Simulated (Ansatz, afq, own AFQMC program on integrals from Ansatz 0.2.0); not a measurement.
Two steps: Ansatz 0.2.0 writes the Fock matrix and Cholesky factors of the valence space, and afq projects on them the lowest state that overlaps trial and start.

```yaml
crystal:
  periodic: [false, false, false]
  atoms:
    - {symbol: N, position_ang: [-0.308247, -0.469284, 0.100804]}
    - {symbol: Si, position_ang: [0.065507, 1.171864, 0.445711]}
    - {symbol: H, position_ang: [0.146634, -1.066216, -0.583171]}
    - {symbol: H, position_ang: [-1.046804, -0.961208, 0.594437]}
    - {symbol: H, position_ang: [1.192811, 1.251144, -0.599181]}
basis:
  gaussian: {orbitals: def2-TZVP}
total_charge: 1
magnetization: {spin_polarized: true, initial_magnetization: 1}
correlation: {method: ccsd_t, electrons: outside_noble_gas, hamiltonian_folder: ham}
```

```sh
$ ansatz run in.yaml --threads 1 --pin off --events-out ev --progress --plain --max-ram 24576MiB --backend cuda --devices 0, --max-vram 18GiB
```

afq runs on the folder ham with

```
--method phaseless --trial cisd --walkers 2000 --populations 20 --least-time 60 --time-step 0.005 --steps-per-block 50 --equilibration-blocks 28 --max-blocks 4000 --target-error 0.0002 --factor-cut 1e-05 --start spin_pure --seed 4428 --release-times 0.24,0.51,0.99,1.62,2.4 --release-step 0.03 --release-every 3 --taylor-order 6
```

Times are imaginary, in 1/Eh. The walk had a cap of 240 s. With eight or more populations the least sampling time is a fifth of least-time, and the error comes from their spread.

afq prints:

```
orbitals 80  electrons 6 5  factors 561 of 567
reference energy -344.85417902 Eh
CCSD correlation -0.30751659 Eh in 13 cycles, weight of the determinant in the CISD state 0.8772
energy of the start -345.160544 Eh
 block  time / (1/Eh)  mean weight  energy / Eh
     1     0.250  0.9995  -345.159035
     2     0.500  1.0000  -345.162691
     3     0.750  1.0003  -345.165969
     4     1.000  0.9997  -345.169556
     5     1.250  1.0002  -345.170865
     9     2.250  1.0000  -345.173057
    15     3.750  1.0003  -345.177140
    23     5.750  0.9996  -345.175161
    31     7.750  1.0001  -345.176624
    39     9.750  0.9997  -345.175099
    47    11.750  1.0004  -345.176259
    55    13.750  0.9996  -345.175572
    63    15.750  1.0009  -345.174698
    71    17.750  1.0003  -345.173594
    79    19.750  0.9995  -345.176832
    85    21.250  0.9997  -345.177499
    87    21.750  1.0001  -345.175722
    89    22.250  0.9999  -345.173525
    95    23.750  1.0006  -345.174874
   103    25.750  1.0000  -345.174386
   105    26.250  0.9999  -345.176927
error from the spread of 20 populations
released: time / (1/Eh)  energy / Eh  error  mean overlap
  0.24  -345.175722  0.000194  0.9974
  0.51  -345.175831  0.000185  0.9930
  0.99  -345.175823  0.000210  0.9913
  1.62  -345.175530  0.000272  0.9861
  2.40  -345.175953  0.000287  0.9773
energy -345.175500 +/- 0.000254 Eh
(rows thinned)
```

The run passed its tests (sampling time, drift between the halves within three errors, error under three times the target), which doesn't prove that it has relaxed, ending at its cap on processor time.

Against this walk (error 6.9 meV) on the same determinant: CCSD(T) 33.2 meV higher, CCSDT(Q) 13.0 meV lower (within the noise). The error is statistical and leaves out the bias of the constraint. Released to 2.40 1/Eh the energy moves by -12 ± 10 meV (both errors), within twice the noise.

Cautions: constraint bias not in the error; error above the target (6.9 against 5.4 meV).

The walk took 4 min on 1 × NVIDIA H100 80GB HBM3 with 2 threads of AMD EPYC 7R13 Processor (Zen 3), with other jobs on the host (the card was shared). The log's last line is the phaseless energy.

CCSDT and higher add their correlation energy to the determinant of the CCSD(T) run, since their own runs factorise the integrals more tightly (a shift of under 2 meV).
